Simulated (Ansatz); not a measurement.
C$_{2}$H$_{4}$FNO (`OC/N=C\F`), relaxed with RKS PBE-D4/def2-SVP in Ansatz 0.2.0 from a rough embedded geometry. The force threshold is 0.03 eV/Å; the program also tests the step.

Total charge 0; spin multiplicity 1.

Start:

```xyz
9

O    -0.453   -1.141   -1.610
C     0.258   -0.456   -0.603
N    -0.630    0.294    0.242
C    -0.135    0.891    1.255
F     1.267    0.803    1.381
H    -1.360   -0.850   -1.513
H     0.966    0.214   -1.047
H     0.746   -1.212   -0.025
H    -0.658    1.456    1.921
```

```
         step  energy (eV)  largest force (eV/Å)  largest move (Å)
            1   -8376.4005                 4.852             0.000
            2   -8376.7294                 1.472             0.124
            3   -8376.7806                 1.116             0.121
            4   -8376.8116                 0.777             0.103
            5   -8376.8468                 0.175             0.059
            6   -8376.8502                 0.211             0.030
            7   -8376.8564                 0.143             0.029
            8   -8376.8643                 0.240             0.060
            9   -8376.8688                 0.209             0.031
10 (rejected)   -8376.7563                 2.597             0.195
           11   -8376.8788                 0.268             0.098
           12   -8376.8822                 0.149             0.092
           13   -8376.8824                 0.120             0.012
           14   -8376.8827                 0.034             0.016
           15   -8376.8830                 0.015             0.014
```

End:

```xyz
9

O    -0.593   -1.346   -1.370
C     0.227   -0.472   -0.649
N    -0.558    0.385    0.223
C    -0.084    0.888    1.272
F     1.188    0.700    1.713
H    -1.308   -0.801   -1.751
H     0.827    0.206   -1.312
H     0.950   -1.103   -0.086
H    -0.649    1.544    1.960
```

Run time 27 s (2 threads of an Arm Neoverse V1 on a shared host); peak host memory 0.14 GiB.
